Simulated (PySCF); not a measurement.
# NaCl from Hartree–Fock to correlated methods

State: ¹Σ⁺ (singlet), closed shell. Set-up: basis Na def2-SVP, Cl def2-SVP; no relativity; PySCF 2.14. De refers to Na + Cl in their high-spin ground configurations, without counterpoise correction. A positive dipole means Na(−)Cl(+).

| Level | Re (Å) | ωe (cm⁻¹) | De (eV) | μ (D) |
| --- | --- | --- | --- | --- |
| RHF | 2.359 | 386 | 3.00 | -8.92 |
| RHF-MP2 | 2.354 | 386 | 3.79 | n/a |
| RHF-SCS-MP2 | 2.355 | 385 | 3.71 | n/a |
| RHF-CCSD | 2.354 | 386 | 3.66 | n/a |
| RHF-CCSD(T) | 2.355 | 385 | 3.69 | n/a |
| PBE | 2.348 | 378 | 4.05 | -7.73 |
| BLYP | 2.353 | 375 | 3.92 | -7.49 |
| r²SCAN | 2.347 | 384 | 4.19 | -8.34 |
| r²SCANh | 2.344 | 386 | 4.15 | -8.41 |
| PBE0 | 2.338 | 387 | 4.01 | -8.22 |
| BHandHLYP | 2.330 | 395 | 3.87 | -8.31 |

The bond length runs from 2.330 Å (BHandHLYP) to 2.359 Å (RHF). De spans 3.00 eV (RHF, mean field) to 4.19 eV (r²SCAN, meta-GGA). Correlation at CCSD(T) changes the Hartree–Fock bond energy by +0.69 eV; the triples alone change it by +0.03 eV.

Correlated steps freeze 6 core orbitals. Correlated levels converge slowly with the basis: in double zeta they bind strong bonds too weakly, by up to about 1 eV, and carry superposition errors of some tenths. Where the molecule has an RHF reference, its open-shell atoms are computed with UHF.
